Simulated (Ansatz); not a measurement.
Potential energy curve for CH, doublet.

Levels: ROCCSD = CCSD on ROHF/cc-pVTZ, frozen core in Ansatz (an electronic-structure program); ROCCSD(T) = CCSD(T) on ROHF/cc-pVTZ, frozen core (Ansatz); UCCSDT(Q) = CCSDT(Q) on UHF/cc-pVTZ, frozen core run with Ansatz.

Energies are in kJ/mol, each relative to the lowest point of its own curve near equilibrium.

```tsv
R / Å	ROCCSD	ROCCSD(T)	UCCSDT(Q)
0.89	117.2	118.1	118.2
0.95	56.0	56.7	56.8
1.01	20.6	21.1	21.2
1.06	5.5	5.8	5.9
1.08	2.3	2.5	2.6
1.13	0.0	0.0	0.0
1.15	1.0	0.9	0.9
1.19	5.5	5.3	5.2
1.25	17.5	16.9	16.8
1.29	28.0	27.2	27.0
1.39	59.7	58.2	57.9
1.54	113.6	110.8	110.1
```

At the longest distance, 1.54 Å, ROCCSD lies highest above its minimum (113.6 kJ/mol) and UCCSDT(Q) lowest (110.1 kJ/mol).

The scan ran from 0.89 to 4.53 Å; beyond the distances shown one of the unrestricted levels run for this scan, shown here or not, changes its spin distribution in one step. The unrestricted determinant behind UCCSDT(Q) is spin-contaminated at 0.89 to 1.54 Å (<S²> up to 1.2, against 0.75 for a pure doublet).
